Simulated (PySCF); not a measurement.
# Aluminium: highly charged ions in a basis for the neutral atom

Al⁹⁺ [He] 2s2, Al¹⁰⁺ [He] 2s1. All numbers are calculated (PySCF 2.14, no relativity, point nucleus, in aug-cc-pV(D+d)Z (5s4p3d, 32 functions)). No spin-orbit coupling, so a gap to NIST mixes the basis error with missing relativistic terms.

Changed run: basis of the neutral atom used for a highly charged ion. This setting is unsound on purpose.

```tsv
species	method	sound run (hartree)	changed run (hartree)	converged
Al⁹⁺	UHF	not run	-191.02658	yes
Al⁹⁺	PBE0	not run	-191.05215	yes
Al⁹⁺	M06-2X	not run	-191.18196	yes
Al¹⁰⁺	UHF	not run	-176.75494	yes
Al¹⁰⁺	PBE0	not run	-176.71568	yes
Al¹⁰⁺	M06-2X	not run	-176.81850	yes
```

Ionisation energy of Al⁹⁺:

```csv
method,changed run (eV),NIST (eV)
UHF,388.35,398.65 ± 0.06
PBE0,390.12,398.65 ± 0.06
M06-2X,390.85,398.65 ± 0.06
```

The contracted functions were made for the neutral atom and can be too rigid for a highly charged ion.
